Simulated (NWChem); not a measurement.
## Lowest excitation of H2Si

```xyz
3

Si     0.0000     0.0000     0.1341
H      1.0961     0.0000    -0.9390
H     -1.0961     0.0000    -0.9390
```
Charge 0, spin multiplicity 1.

All runs are NWChem calculations. All single points use one geometry, from PBE0/def2-SVP, a minimum by its harmonic frequencies.

Basis set: def2-SVPD.

The correlated methods keep 5 core orbitals frozen. The structure started from a generated list of species. No row is a measurement; the coupled-cluster row has its own basis-set and correlation limits.

Problem. Order these methods by the lowest vertical singlet excitation energy they give, lowest first: CIS, TD-PBE, EOM-CCSD.

Solution. TD-PBE (2.30 eV), EOM-CCSD (2.50 eV), CIS (2.61 eV)
